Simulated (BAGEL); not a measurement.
# doublet CH3BO+ at 5 levels

Aim: a comparison of 5 runs (UHF/STO-3G, UHF/3-21G, ROHF/6-31G*, ROHF/def2-TZVP, UHF/def2-TZVP) of doublet CH3BO+. 

The calculation is run with BAGEL 1.2.2.

17 further runs of the same task are left out: 1 that didn't finish, 16 set aside as unsound or not needed.

**1. The structure to begin with**

CH3BO+: 6 atoms, total charge +1, spin state doublet. SMILES of the parent species: `[BH3-]C#[O+]`. Geometry: relaxed at GFN2-xTB. That shape belongs to the parent species and isn't relaxed for this state.

Bond lengths: B1–C2 1.473 Å, C2–O3 1.142 Å, B1–H4 1.186 Å, B1–H5 1.187 Å, B1–H6 1.188 Å. Angles: B1–C2–O3 178.8°, C2–B1–H4 107.2°, C2–B1–H5 106.3°, C2–B1–H6 105.3°, H4–B1–H5 112.5°, H4–B1–H6 112.5°, H5–B1–H6 112.4°.

**2. A single-point energy at UHF/STO-3G (density fitting with qzvpp-jkfit) (run 1)**

File input.json:

```json
{ "bagel": [

{
  "title": "molecule",
  "basis": "sto-3g",
  "df_basis": "qzvpp-jkfit",
  "angstrom": true,
  "geometry": [
    { "atom": "B", "xyz": [      -0.267820,       0.395530,      -0.192970 ] },
    { "atom": "C", "xyz": [       0.482140,      -0.749160,       0.351570 ] },
    { "atom": "O", "xyz": [       1.081050,      -1.621230,       0.782350 ] },
    { "atom": "H", "xyz": [      -1.421210,       0.151210,      -0.065180 ] },
    { "atom": "H", "xyz": [       0.052740,       0.493160,      -1.331590 ] },
    { "atom": "H", "xyz": [       0.073090,       1.330480,       0.455820 ] }
  ]
},

{ "title": "uhf", "charge": 1, "nopen": 1 },

{ "title": "print", "file": "orbitals.molden", "orbitals": true }

]}
```

Command:

```sh
$ BAGEL_NUM_THREADS=1 BAGEL input.json > input.out
```

Log:

```text
* using 1 threads per process

  ===============================================================
  ===============================================================

  *** Geometry ***

  { "atom" : "B", "xyz" : [     -0.506106,      0.747443,     -0.364660 ] },
  { "atom" : "C", "xyz" : [      0.911113,     -1.415707,      0.664371 ] },
  { "atom" : "O", "xyz" : [      2.042888,     -3.063681,      1.478427 ] },
  { "atom" : "H", "xyz" : [     -2.685698,      0.285745,     -0.123172 ] },
  { "atom" : "H", "xyz" : [      0.099664,      0.931937,     -2.516340 ] },
  { "atom" : "H", "xyz" : [      0.138120,      2.514243,      0.861375 ] },

  Number of auxiliary basis functions:      281

  Since a DF basis is specified, we compute 2- and 3-index integrals:
    o Being stored without compression. Storage requirement is 0.001 GB

  Number of basis functions:       18
  Number of electrons      :       22

    * METHOD: MOLECULE                             0.04

  *** Open-shell HF ***

  === Nuclear Repulsion ===
    57.0839460165

      * DIIS with orbital gradients will be used.

  === UHF iteration (sto-3g) ===
      0       -136.82907025          0.06648833           0.00
      1       -136.89165959          0.05719812           0.00
      2       -136.90971374          0.04605626           0.00
      3       -136.94317239          0.00281260           0.00
      4       -136.94428457          0.00119230           0.00
      5       -136.94461610          0.00088815           0.00
      6       -136.94498537          0.00059674           0.00
      7       -136.94534295          0.00039293           0.00
      8       -136.94553814          0.00033252           0.00
      9       -136.94575450          0.00028478           0.00
[... 30 lines of this table left out ...]
     40       -136.94613020          0.00000002           0.00
     41       -136.94613020          0.00000002           0.00
     42       -136.94613020          0.00000001           0.00
     43       -136.94613020          0.00000001           0.00
    * SCF iteration converged.

    * S^2 (UHF) is 0.8810

    * Permanent dipole moment:
           (    0.223907,    -0.937681,    -0.017171) a.u.

    * METHOD: UHF                                  0.14

    * METHOD: PRINT                                0.00

  ===============================================================
```

Wall time 0.48 s (1 thread of Intel Xeon 6975P-C (Granite Rapids), shared host); peak memory 0.08 GiB.

**3. A single-point energy at UHF/3-21G (density fitting with qzvpp-jkfit) (run 2)**

File hf.json:

```json
{ "bagel": [

{
  "title": "molecule",
  "basis": "3-21g",
  "df_basis": "qzvpp-jkfit",
  "angstrom": true,
  "geometry": [
    { "atom": "B", "xyz": [   -0.267820,    0.395530,   -0.192970 ] },
    { "atom": "C", "xyz": [    0.482140,   -0.749160,    0.351570 ] },
    { "atom": "O", "xyz": [    1.081050,   -1.621230,    0.782350 ] },
    { "atom": "H", "xyz": [   -1.421210,    0.151210,   -0.065180 ] },
    { "atom": "H", "xyz": [    0.052740,    0.493160,   -1.331590 ] },
    { "atom": "H", "xyz": [    0.073090,    1.330480,    0.455820 ] }
  ]
},
{ "title": "uhf", "charge": 1, "nopen": 1 },
{ "title": "print", "file": "orbitals.molden", "orbitals": true }

]}
```

Command:

```sh
$ BAGEL_NUM_THREADS=1 BAGEL hf.json > hf.out
```

Log:

```text
* using 1 threads per process

  ===============================================================
  ===============================================================

  *** Geometry ***

  { "atom" : "B", "xyz" : [     -0.506106,      0.747443,     -0.364660 ] },
  { "atom" : "C", "xyz" : [      0.911113,     -1.415707,      0.664371 ] },
  { "atom" : "O", "xyz" : [      2.042888,     -3.063681,      1.478427 ] },
  { "atom" : "H", "xyz" : [     -2.685698,      0.285745,     -0.123172 ] },
  { "atom" : "H", "xyz" : [      0.099664,      0.931937,     -2.516340 ] },
  { "atom" : "H", "xyz" : [      0.138120,      2.514243,      0.861375 ] },

  Number of auxiliary basis functions:      281

  Since a DF basis is specified, we compute 2- and 3-index integrals:
    o Being stored without compression. Storage requirement is 0.002 GB

  Number of basis functions:       33
  Number of electrons      :       22

    * METHOD: MOLECULE                             0.04

  *** Open-shell HF ***

  === Nuclear Repulsion ===
    57.0839460165

      * DIIS with orbital gradients will be used.

  === UHF iteration (3-21g) ===
      0       -137.79051186          0.06803024           0.01
      1       -137.83299377          0.07261782           0.01
      2       -137.84269962          0.06896847           0.01
      3       -137.91716557          0.00294621           0.01
      4       -137.91822362          0.00186771           0.01
      5       -137.91878819          0.00132220           0.01
      6       -137.91933383          0.00063922           0.01
      7       -137.91953586          0.00030487           0.00
      8       -137.91962552          0.00021262           0.01
      9       -137.91966431          0.00020027           0.01
[... 31 lines of this table left out ...]
     41       -137.91984955          0.00000003           0.01
     42       -137.91984955          0.00000003           0.01
     43       -137.91984955          0.00000001           0.00
     44       -137.91984955          0.00000001           0.00
    * SCF iteration converged.

    * S^2 (UHF) is 0.8150

    * Permanent dipole moment:
           (    1.078201,    -0.763438,     0.376689) a.u.

    * METHOD: UHF                                  0.27

    * METHOD: PRINT                                0.00

  ===============================================================
```

Wall time 0.66 s (1 thread of Intel Xeon 6975P-C (Granite Rapids), shared host); peak memory 0.08 GiB.

Runs 3 to 4 aren't shown in full; the table further down has their settings and results.

**4. The energy at UHF/def2-TZVP (density fitting with qzvpp-jkfit) (run 5)**

File input.json:

```json
{ "bagel" : [

{
  "title" : "molecule",
  "basis" : "def2-tzvp.json",
  "df_basis" : "qzvpp-jkfit",
  "angstrom" : "true",
  "geometry" : [
    { "atom" : "B", "xyz" : [   -0.267820,    0.395530,   -0.192970 ] },
    { "atom" : "C", "xyz" : [    0.482140,   -0.749160,    0.351570 ] },
    { "atom" : "O", "xyz" : [    1.081050,   -1.621230,    0.782350 ] },
    { "atom" : "H", "xyz" : [   -1.421210,    0.151210,   -0.065180 ] },
    { "atom" : "H", "xyz" : [    0.052740,    0.493160,   -1.331590 ] },
    { "atom" : "H", "xyz" : [    0.073090,    1.330480,    0.455820 ] }
  ]
},
{
  "title" : "uhf",
  "charge" : 1,
  "nopen" : 1
},
{
  "title" : "print",
  "file" : "orbitals.molden",
  "orbitals" : "true"
}

]}
```

The basis set def2-TZVP is read from a file made from the Basis Set Exchange's data (not shown).

Command:

```sh
$ BAGEL_NUM_THREADS=1 BAGEL input.json > input.out
```

Log:

```text
* using 1 threads per process

  ===============================================================
  ===============================================================

  *** Geometry ***

  { "atom" : "B", "xyz" : [     -0.506106,      0.747443,     -0.364660 ] },
  { "atom" : "C", "xyz" : [      0.911113,     -1.415707,      0.664371 ] },
  { "atom" : "O", "xyz" : [      2.042888,     -3.063681,      1.478427 ] },
  { "atom" : "H", "xyz" : [     -2.685698,      0.285745,     -0.123172 ] },
  { "atom" : "H", "xyz" : [      0.099664,      0.931937,     -2.516340 ] },
  { "atom" : "H", "xyz" : [      0.138120,      2.514243,      0.861375 ] },

  Number of auxiliary basis functions:      281

  Since a DF basis is specified, we compute 2- and 3-index integrals:
    o Being stored without compression. Storage requirement is 0.028 GB

  Number of basis functions:      111
  Number of electrons      :       22

    * METHOD: MOLECULE                             0.08

  *** Open-shell HF ***

  === Nuclear Repulsion ===
    57.0839460165

      * DIIS with orbital gradients will be used.

  === UHF iteration (def2-tzvp.json) ===
      0       -138.54341308          0.04492309           0.05
      1       -138.59157928          0.04777636           0.04
      2       -138.61910247          0.04283603           0.05
      3       -138.76372729          0.00204078           0.05
      4       -138.76512686          0.00083870           0.04
      5       -138.76554250          0.00051010           0.04
      6       -138.76577446          0.00037823           0.04
      7       -138.76600290          0.00026304           0.05
      8       -138.76616670          0.00021445           0.06
      9       -138.76625653          0.00020813           0.04
[... 31 lines of this table left out ...]
     41       -138.76711289          0.00000002           0.05
     42       -138.76711289          0.00000002           0.04
     43       -138.76711289          0.00000001           0.04
     44       -138.76711289          0.00000001           0.04
    * SCF iteration converged.

    * S^2 (UHF) is 0.7932

    * Permanent dipole moment:
           (    1.148490,    -0.808976,     0.396986) a.u.

    * METHOD: UHF                                  2.07

    * METHOD: PRINT                                0.01

  ===============================================================
```

It took 2.5 s on 1 thread of Intel Xeon 6975P-C (Granite Rapids), shared host; peak memory 0.088 GiB.

**5. Overview of the runs**

```csv
run,level,energy (Eh),⟨S²⟩,wall time
1,UHF/STO-3G (density fitting with qzvpp-jkfit),-136.946130,0.881,0.48 s
2,UHF/3-21G (density fitting with qzvpp-jkfit),-137.919850,0.815,0.66 s
3,"ROHF/6-31G* (density fitting with qzvpp-jkfit, spherical functions)",-138.702517,0.750,0.66 s
4,ROHF/def2-TZVP (density fitting with qzvpp-jkfit),-138.762474,0.750,1.8 s
5,UHF/def2-TZVP (density fitting with qzvpp-jkfit),-138.767113,0.793,2.5 s
```

**6. What came out**

| quantity | value |
| --- | --- |
| run 5: total energy | -138.76711 Eh |
| run 5: ⟨S²⟩ | 0.793 |

In words: In run 1 the basis is minimal, so the values are rough. Spin contamination of the reference: run 1 ⟨S²⟩ = 0.88. All runs together took 6.1 s, the longest 2.5 s.
